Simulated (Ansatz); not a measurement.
Geometry optimisation, Ansatz 0.2.0, UKS BHLYP-D4/6-31G*.

The input (input.yaml):

```yaml
crystal:
  periodic: [false, false, false]
  atoms:
    - { symbol: O, position_ang: [-0.74209, 1.00074, -1.03698] }
    - { symbol: C, position_ang: [-0.29245, 0.57025, 0.24116] }
    - { symbol: Si, position_ang: [0.55947, -1.13754, 0.14677] }
    - { symbol: H, position_ang: [-1.42, 0.39111, -1.34572] }
    - { symbol: H, position_ang: [-1.11702, 0.59787, 0.96514] }
    - { symbol: H, position_ang: [0.42856, 1.3311, 0.55377] }
    - { symbol: H, position_ang: [1.08688, -1.55153, 1.44048] }
    - { symbol: H, position_ang: [1.49666, -1.202, -0.96462] }
magnetization:
  spin_polarized: true
  initial_magnetization: 1
basis:
  gaussian: { orbitals: "6-31G*" }
hamiltonian:
  xc: { name: BHLYP }
  dispersion: d4
relax:
  f_tol: 0.02
  max_steps: 50
```

Run as:

```bash
$ ansatz run input.yaml --threads 1 --pin off --max-ram 2048MiB --backend cpu --events-out ev --progress --plain --runs-dir out
```

Task: Where does it end, and by what steps?

Result: It converged. After 6 steps the energy has fallen by 0.041 eV; H8 moved furthest, 0.21 Å.

| step | energy less start (eV) | largest force component (eV/Å) | accepted |
| --- | --- | --- | --- |
| 0 | 0.0000 | 0.892 | yes |
| 1 | -0.0342 | 0.137 | yes |
| 2 | -0.0378 | 0.076 | yes |
| 3 | -0.0394 | 0.059 | yes |
| 4 | -0.0404 | 0.058 | yes |
| 5 | -0.0411 | 0.024 | yes |
| 6 | -0.0412 | 0.016 | yes |

```xyz
8
Properties=species:S:1:pos:R:3
O -0.805 1.004 -1.047
C -0.288 0.566 0.194
Si 0.537 -1.150 0.102
H -1.537 0.437 -1.289
H -1.044 0.594 0.982
H 0.471 1.295 0.473
H 1.001 -1.588 1.441
H 1.665 -1.158 -0.856
```

Whether the end is a true minimum wasn't checked by a vibrational analysis.

Time of the run: 13 s on 1 thread of Intel(R) Xeon(R) 6975P-C (Granite Rapids), on a shared host, peak memory 0.17 GiB.
